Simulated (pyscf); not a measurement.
**Routes from H₂B–NH₂ (SMILES BN) + NH₃ (SMILES N)**

Candidate steps break at most two bonds and form at most two. Each was searched with GFN2-xTB (tblite) first. Single points on ωB97X-D3(BJ)/def2-SVP structures (PySCF, gas phase). MP2 and CC: frozen core, UHF for open shells. ΔMP2 is the change of the MP2 total energy from the triple- to the quadruple-zeta basis. Energies: CCSD(T)/def2-TZVPP + ΔMP2(QZVPP), kJ/mol, from the separated reactants, singlet surface.

```json
[
 {"products": "H₂B–NH₂ + NH₃", "type": "four-centre exchange", "ΔE‡": "63.4", "ΔE": "0.0", "ΔG‡ 298 K": "106.7", "ΔG‡ 900 K": "202.3", "ν‡ (cm⁻¹)": "1461i"},
 {"products": "H₂N–NH₂ + BH₃", "type": "four-centre exchange", "ΔE‡": "467.8", "ΔE": "+333.5", "ΔG‡ 298 K": "497.7", "ΔG‡ 900 K": "582.1", "ν‡ (cm⁻¹)": "1305i"}
]
```

Row 1: On the reactant side the descent ends in an adduct with a B–N contact, 18.0 kJ/mol under the separated species and 73.6 kJ/mol under the saddle at ωB97X-D3(BJ)/def2-TZVP. On the product side the descent ends in an adduct with a B–N contact, 18.0 kJ/mol under the separated species and 73.6 kJ/mol under the saddle at ωB97X-D3(BJ)/def2-TZVP. Row 2: On the product side the descent ends in an adduct with a B–N contact, 156.9 kJ/mol under the separated species and 335.7 kJ/mol under the saddle at ωB97X-D3(BJ)/def2-TZVP. 

Plain bond fissions and candidates not yet searched are not listed, and one of them may be faster. Each barrier is that of the saddle found; lower ones may exist. One closed-shell reference is unstable to symmetry breaking; treat the single-reference values with care. The CCSD(T) − MP2 part came from Ansatz, without density fitting, on the same reference.
